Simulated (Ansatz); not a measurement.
Input for Ansatz (development build ahead of 0.2.0):

```yaml
crystal:
  periodic: [false, false, false]
  atoms:
    - { symbol: B, position_ang: [-0.66105, 0.31011, 0.31213] }
    - { symbol: "N", position_ang: [0.78695, -0.24473, 0.37855] }
    - { symbol: H, position_ang: [-1.84871, 0.2219, -2.70666] }
    - { symbol: H, position_ang: [-1.52282, -0.47733, 0.50303] }
    - { symbol: H, position_ang: [-0.75924, 1.47289, 0.11917] }
    - { symbol: H, position_ang: [1.10359, -0.20271, 1.34802] }
    - { symbol: H, position_ang: [0.85878, -1.21923, 0.10168] }
    - { symbol: H, position_ang: [1.4538, 0.29861, -0.16095] }
basis:
  gaussian: { orbitals: def2-SVP }
total_charge: 1
magnetization:
  spin_polarized: true
  initial_magnetization: 1
hamiltonian:
  xc: hf
output:
  forces: true
```

The input is written out in the form of the current development build from the run's settings.

Output:

```yaml
Converged: yes
Total_energy: -82.24609 hartree
Spin_squared_of_the_determinant: 0.750
Stability_test: minimum
```

Forces (eV/Å):
```csv
atom,Fx,Fy,Fz
B1,0.001,0.000,0.003
N2,0.004,-0.001,-0.002
H3,0.006,-0.003,-0.002
H4,-0.002,-0.002,0.002
H5,-0.002,0.004,0.003
H6,0.003,-0.001,0.001
H7,-0.010,-0.002,-0.002
H8,-0.002,0.005,-0.004
```
